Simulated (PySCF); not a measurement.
ethylene (C2H4), SMILES C=C.

Geometry optimised at B3LYP-D3(BJ)/def2-TZVP.

Two levels are set side by side: TDDFT-PBE/def2-TZVPD (PySCF) and ADC(2)/aug-cc-pVDZ (PySCF). Vertical, same geometry; the bases differ. Differences are taken from unrounded values.

```csv
quantity,TDDFT-PBE
lowest singlet excitation (eV),6.96
```

Q: These are the TDDFT-PBE values. What does ADC(2) give? (An estimate is asked for; the answer gives what the named calculation found.)

A: 
```json
[
 {"quantity": "lowest singlet excitation (eV)", "ADC(2)": "7.21", "TDDFT-PBE minus ADC(2)": "-0.25"}
]
```

A lower first singlet is the usual sign of a functional without exact exchange. Differences between two approximate levels are no errors against the true value.

Rough cost on one machine, each run with all the roots and properties that it gave: ADC(2) against TDDFT-PBE about 2 times.
